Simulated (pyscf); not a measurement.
Thermochemistry of product channels of H₃C–ZnH + H• on the doublet surface, in kJ/mol, from ωB97M-D3(BJ)/def2-TZVP energies (ideal gas, 1 atm, RRHO with modes under 100 cm⁻¹ raised to 100, one conformer, R ln 2 for rigid chiral ones). Optimised with ωB97X-D3(BJ)/def2-SVP in PySCF.

```
products                ΔE  ΔH(298 K)  ΔG(298 K)   ΔG(600 K)
--------------  ----------  ---------  ---------  ----------
CH₄ + ZnH•      (withheld)     -135.1     -141.8  (withheld)
[H₃C–Zn]• + H₂      -110.6     -101.3     -106.3      -110.9
```

Q: What belongs in the gaps?

A: 
- CH₄ + ZnH•, ΔE: -153.4
- CH₄ + ZnH•, ΔG(600 K): -146.4

These are energies of the channels, which say nothing of barriers. Elements up to Kr have no core potential and no relativistic terms here.
